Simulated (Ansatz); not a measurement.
# H2S with CH4O: structure and interaction energy

How do H2S and CH4O sit together, how strongly do they interact, and which methods get it right?

The runs use Ansatz 0.2.0, Gaussian basis; PBE0-D4 structure, single points in def2-TZVPPD.

Levels: PBE-D4, revPBE-D4, BLYP-D4, r2SCAN-D4, B97M-V, PBE0-D4, B3LYP-D4, HSE06-D4, wB97X-V, wB97M-V, B2PLYP, Hartree-Fock, MP2, CCSD, CCSD(T). The reference is CCSD(T) extrapolated to the basis limit.

Correlated methods freeze the cores. B3LYP uses VWN-RPA correlation. B2PLYP carries no dispersion term here.

176 further runs of the same task are left out: 176 set aside as unsound or not needed. Runs told in other sessions of the task aren't counted.

## 1. The starting structure

The pair, from a GFN2-xTB docking trial: 9 atoms, charge 0, spin multiplicity 1.

Atoms are counted from 1 here; the program's logs count them from 0.

Bond lengths: S1–H2 1.331 Å, S1–H3 1.325 Å, C4–O5 1.412 Å, C4–H6 1.089 Å, C4–H7 1.096 Å, C4–H8 1.095 Å, O5–H9 0.965 Å. Angles: H2–S1–H3 91.7°, O5–C4–H6 106.6°, O5–C4–H7 111.3°, O5–C4–H8 111.6°, H6–C4–H7 108.9°, H6–C4–H8 109.0°, H7–C4–H8 109.3°, C4–O5–H9 109.3°.

Coordinates:

```
S    -0.3707   -0.3774   -2.6962
H    -0.4977   -0.0368   -1.4154
H     0.5396    0.5643   -2.8982
C     0.3230   -0.2609    1.2525
O    -0.4148    0.6441    0.4582
H     1.1717   -0.5817    0.6506
H    -0.2768   -1.1387    1.5176
H     0.6930    0.2141    2.1669
H    -1.1674    0.9731    0.9640
```

Atoms 1 to 3 are fragment A (H2S), the rest fragment B (CH4O).

## 2. A first relaxation in a small basis

Contents of pre/in.yaml:

```yaml
crystal:
  periodic: [false, false, false]
  atoms:
    - {symbol: S, position_ang: [-0.370700, -0.377400, -2.696200]}
    - {symbol: H, position_ang: [-0.497700, -0.036800, -1.415400]}
    - {symbol: H, position_ang: [0.539600, 0.564300, -2.898200]}
    - {symbol: C, position_ang: [0.323000, -0.260900, 1.252500]}
    - {symbol: O, position_ang: [-0.414800, 0.644100, 0.458200]}
    - {symbol: H, position_ang: [1.171700, -0.581700, 0.650600]}
    - {symbol: H, position_ang: [-0.276800, -1.138700, 1.517600]}
    - {symbol: H, position_ang: [0.693000, 0.214100, 2.166900]}
    - {symbol: H, position_ang: [-1.167400, 0.973100, 0.964000]}
basis:
  gaussian: {orbitals: def2-SVP}
hamiltonian: {xc: pbe, dispersion: d4}
relax: {f_tol: 0.03, max_steps: 250}
```

Launch:

```
$ ansatz run in.yaml --threads 4 --pin off --events-out ev --progress --plain --max-ram 9574MiB
```

After this run come: Relaxation at PBE0-D4; PBE-D4/def2-TZVPPD; r2SCAN-D4/def2-TZVPPD; PBE0-D4/def2-TZVPPD; B3LYP-D4/def2-TZVPPD; wB97X-V/def2-TZVPPD; wB97M-V/def2-TZVPPD; B2PLYP/def2-TZVPPD; BLYP-D4/def2-TZVPPD; revPBE-D4/def2-TZVPPD; B97M-V/def2-TZVPPD; HSE06-D4/def2-TZVPPD; CCSD(T)/def2-TZVPPD; MP2/def2-QZVPPD; Hartree-Fock/STO-3G; PBE-D4/STO-3G; B3LYP-D4/6-31G; SPW92/def2-SVP; PBE-D4/def2-SVP; PBE0-D4/def2-SVP; wB97M-V/def2-SVP; CCSD(T)/def2-SVP; Vibrations of the pair.

**Question.** What will these runs give? Wanted: interaction energy, CCSD(T)/CBS; of it Hartree-Fock; D4 term of PBE0-D4; shortest contact; lowest wavenumber.

The runs gave:

| quantity | value |
| --- | --- |
| interaction energy, CCSD(T)/CBS | -13.26 kJ/mol |
| of it Hartree-Fock (basis limit) | -3.09 kJ/mol |
| D4 term of PBE0-D4 | -3.47 kJ/mol |
| shortest contact | H2–O5 2.09 Å |
| lowest wavenumber | 42 cm⁻¹ |

**Reading.** The pair is bound by 13.26 kJ/mol at fixed fragment shapes. Hartree-Fock gives 23 % of it, so correlation, mostly dispersion, leads. Among the functionals B97M-V lands nearest to CCSD(T)/CBS (+0.02 kJ/mol) and B2PLYP farthest (+3.03 kJ/mol). Mean unsigned error by rung: GGA 0.87, meta-GGA 0.33, hybrid 0.86, screened hybrid 1.26, range-separated hybrid 0.52, double hybrid 3.03 kJ/mol. The double hybrids carry no dispersion term here, unlike the levels marked D4 or V. PBE-D4 gives an interaction energy 2.10 kJ/mol too low, an error of 16 % of the reference. CCSD(T) moves by -1.68 kJ/mol from triple zeta to the limit; gaps between functionals far smaller than that don't rank them. A lower arrangement may exist.
